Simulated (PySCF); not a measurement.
Molecule: isopropyl formate (CC(C)OC=O, C4H8O2).

Cartesian coordinates in Å; atom numbers follow the order of the lines, from 1:
```xyz
14

C    -1.057   -0.880    0.370
C    -0.168    0.275   -0.078
C    -0.345    0.606   -1.552
O     1.219   -0.084    0.110
C     1.732    0.081    1.310
O     1.182    0.505    2.284
H    -2.101   -0.624    0.212
H    -0.903   -1.081    1.428
H    -0.818   -1.775   -0.199
H    -0.369    1.156    0.545
H     0.321    1.415   -1.839
H    -0.113   -0.266   -2.158
H    -1.371    0.909   -1.741
H     2.790   -0.236    1.286
```

Frames of a GFN2-xTB Langevin trajectory at 600 K; GIAO PBE0/pcSseg-1 shieldings in PySCF, gas phase, non-relativistic; equivalent atoms averaged within each frame.

Chemical shifts δ = σref − σ; ¹³C (186.93 ppm) and ¹H (31.72 ppm) against TMS; H2O for ¹⁷O (336.08 ppm), all at this level. The references are static minima.

Q: How do the shifts (ppm) fluctuate along the trajectory?

A: 
```csv
time (fs),C5,C2,C1/C3,O6,O4,H14,H10,H7/H8/H9/H11/H12/H13
optimised geometry,165.3,69.6,23.5,440.1,244.6,8.11,5.19,1.33
250,161.4,75.3,27.2,454.1,238.7,7.90,3.73,2.03
425,160.6,96.1,26.8,431.4,288.9,7.48,4.29,1.69
625,179.9,70.1,23.3,490.2,274.3,9.19,6.21,1.43
800,172.4,73.1,29.1,465.9,277.1,8.14,5.56,2.48
1000,159.0,74.5,27.1,418.4,243.8,8.15,6.11,1.88
mean of frames,166.6,77.8,26.7,452.0,264.6,8.17,5.18,1.90
standard deviation,9.1,10.4,2.1,28.3,22.0,0.63,1.11,0.39
```

5 frames give an uncertainty of the mean of about the standard deviation over 2.2 at best, since frames this close in time may not be independent; classical motion lacks zero-point vibration, and the reference would need the same averaging.
